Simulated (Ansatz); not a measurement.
**Si–BH$_{2}$, quartet in cc-pVDZ: errors against RCCSDTQ**

Geometry: a point of a stretch scan, not a stationary point.

```
atom   x (Å)    y (Å)    z (Å)
  Si  0.0000   0.0000   0.7140
   B  0.0000   0.0000  -1.4830
   H  0.0000  -1.0760  -1.9941
   H  0.0000   1.0760  -1.9941
```

Basis cc-pVDZ; Ansatz 0.2.0. Correlated methods freeze the noble-gas cores, which leaves 9 electrons in 36 orbitals. Prefix R: restricted or restricted open-shell reference; prefix U: unrestricted. Active spaces: valence = (9e, 10o) chosen from the atoms' valence shells; pair = (5e, 5o) about the gap.

Full CI isn't at hand for all of this; RCCSDTQ serves as the reference, and is uncertain by the last step of the cluster series or more. The frozen core follows each run's orbitals, which can shift R against U totals by a few meV.

For open shells CISD is restricted-active-space CI with the open shells as a complete middle space.

The UHF ⟨S²⟩ is 3.757 and the T1 diagnostic (RCCSD) is 0.0458. The largest doubles amplitude (RCCSD) is 0.094 and the T1 diagnostic (UCCSD) is 0.0423.

```json
{"level": "UHF", "E − E(RHF) (eV)": "-0.0497"}
{"level": "RMP2", "E − E(RHF) (eV)": "-3.6730"}
{"level": "UMP2", "E − E(RHF) (eV)": "-3.6606"}
{"level": "RCCSD", "E − E(RHF) (eV)": "-4.6222"}
{"level": "UCCSD", "E − E(RHF) (eV)": "-4.6260"}
{"level": "RCCSD(T)", "E − E(RHF) (eV)": "-4.7837"}
{"level": "UCCSD(T)", "E − E(RHF) (eV)": "-4.7841"}
```

Q: Estimate how far RCCSDTQ in cc-pVDZ lies from RCCSD(T). The table doesn't fix it; the size of (T) and the diagnostics are the guide.

A: RCCSDTQ in cc-pVDZ lies 5.2 kJ/mol below RCCSD(T), which is 34 % of the (T) step (-15.6 kJ/mol). T1 is raised, and the rest is a large part of (T). The miss exceeds 1 kcal/mol.

The other levels:

| level | E − E(RCCSDTQ) (kJ/mol) | share of correlation (%) | wall time |
| --- | --- | --- | --- |
| CISD | 46.4 | 90.05 | 2.9 s |
| BCCD(T) | 4.8 | 98.98 | 1.7 s |
| RCCSDT | 1.0 | 99.78 | – |
| UCCSDT | 1.0 | 99.78 | – |
| RCCSDT(Q) | 0.1 | 99.97 | 10 s |
| UCCSDT(Q) | 0.1 | 99.99 | 9.5 s |
| CASSCF (pair space) | 423.7 | 9.23 | – |
| NEVPT2 (pair space) | 108.7 | 76.71 | 0.72 s |
| MRCISD (pair space) | 46.0 | 90.15 | – |
| MRCISD+Q (pair space) | 8.9 | 98.10 | 1.2 s |
| CASSCF (valence space) | 294.0 | 37.02 | – |
| NEVPT2 (valence space) | 85.0 | 81.78 | 2.7 s |
| MRCISD (valence space) | 20.6 | 95.60 | – |
| MRCISD+Q (valence space) | 2.5 | 99.46 | 5.5 s (H100) |

The correlation energy at RCCSDTQ, counted from RHF, is -4.838 eV. That run took 27 s on 2 threads of AMD EPYC 7R13 with a shared H100 80 GB, shared host.

Times hold each run's SCF and search for its determinant on a shared host, so for small cases they say little of a method's own cost; rows without a card ran on 1 thread of AMD EPYC 7R13.

Natural occupations of CASSCF (valence space) about the gap: 1.981 1.978 1.952 1.006 1.000 0.982 0.034 0.031 0.019 0.017; effectively unpaired electrons, Σ n²(2−n)², 3.02.
